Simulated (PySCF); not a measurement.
## Spin-rotation constants: SMILES O(F)F, F₂O

Geometry:
```tsv
atom	x (Å)	y (Å)	z (Å)
F1	-1.080	-0.314	0.006
O2	0.004	0.540	-0.004
F3	1.095	-0.304	0.010
```

The calculation used PySCF 2.14.0, GIAO LC-wPBE/aug-pcSseg-2 magnetisability, rotational g tensor and spin-rotation constants, non-relativistic, gas phase. Geometry: PBE0-D3(BJ)/def2-SVP.

Q: Give the nuclear spin-rotation constants along the inertial axes (H = +C I·J) beside the isotropic shieldings.

A: Rotational constants 62.3275, 11.2466, 9.5274 GHz. A star marks the isotopologue with that one atom substituted, in its own axes.
```csv
atom,isotope,Caa (kHz),Cbb (kHz),Ccc (kHz),mean (kHz),σ (ppm)
F1,19F,51.137,23.568,49.010,41.238,1.4
F3,19F,51.125,23.569,49.022,41.239,1.3
O2,17O*,-42.664,-8.904,-5.710,-19.093,-458.9
```
For the geometry as given, no vibrational averaging.
